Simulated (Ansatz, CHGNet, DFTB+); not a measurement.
**How well does each level of theory give the lattice parameter a of bcc Li?**

Reference value: 3.449 Å (measured, low-temperature or extrapolated to 0 K; zero-point anharmonic expansion removed, sources range from 3.443 to 3.453; as tabulated in Csonka et al. (2009), arXiv:0903.4037).

| level (code) | value (Å) | error (%) |
|---|---|---|
| GFN1-xTB (DFTB+) | 4.134 | +19.9 |
| CHGNet 0.3.0 (CHGNet) | 3.409 | -1.16 |
| PBE (Ansatz) | 3.435 | -0.41 |
| PBE-D3(BJ) (Ansatz) | 3.323 | -3.65 |
| r²SCAN-D4 (Ansatz) | 3.474 | +0.72 |
| PBE0 (Ansatz) | 3.464 | +0.43 |

Nearest, and too close to rank with a margin of 0.17 % (twice that across the reference) picked here for doubts on the reference and the settings: PBE (-0.41 %), PBE0 (+0.43 %), r²SCAN-D4 (+0.72 %). GFN1-xTB (+19.9 %) lies farthest from it. Within 0.5 %: PBE, PBE0. The lowest first-principles rung that does so: DFT without exact exchange (PBE).

GFN1-xTB: the cell moved over 20 % in volume from its start. GFN1-xTB: the method was fitted mainly to molecules. Cutoffs and k meshes differ between the levels. Ansatz's density-functional and Hartree–Fock values are scalar-relativistic unless marked +SOC, with PAW data made under PBE.

Machine-learned potentials (CHGNet 0.3.0) are trained on DFT data, which may include these solids.

Differences are worked out from the printed values.

Ansatz is a first-principles code.
